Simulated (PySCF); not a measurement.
A species of formula C3H4ClFO has this rotational fingerprint, computed with CAM-B3LYP/def2-SVPD in PySCF (dipole) on a GFN2-xTB geometry, gas phase:

```
Rotational constants : A = 4674, B = 2392, C = 2058 MHz
Dipole components    : |μa| = 0.35 D, |μb| = 0.15 D, |μc| = 0.00 D
Inertial defect      : -73.82 u·Å²
κ                    : -0.74
```

**Question.** Which structure is it? (One computed conformer of each.)
A. `[CH3:1][C@H:2]([F:3])[C:4](=[O:5])[Cl:6]` with C1–C2–C4–O5 106°
B. `FC1(Cl)COC1`

**Answer.** B. It is FC1(Cl)COC1, an asymmetric top, point group Cs. The candidates at the same level (rigid rotor, commonest isotopes):

| SMILES | A (MHz) | B (MHz) | C (MHz) | μa (D) | μb (D) | μc (D) | Δ (u·Å²) | point group | rotor |
| --- | --- | --- | --- | --- | --- | --- | --- | --- | --- |
| C[C@H](F)C(=O)Cl | 4559 | 2073 | 1614 | 0.27 | 3.04 | 0.44 | -41.54 | C1 | asymmetric top |
| FC1(Cl)COC1 | 4674 | 2392 | 2058 | 0.35 | 0.15 | 0.00 | -73.82 | Cs | asymmetric top |

`C[C@H](F)C(=O)Cl` has C 22 % too low. In the right answer the mirror of this Cs structure is the ab plane, so μc vanishes by symmetry. No structure here is proved a minimum.
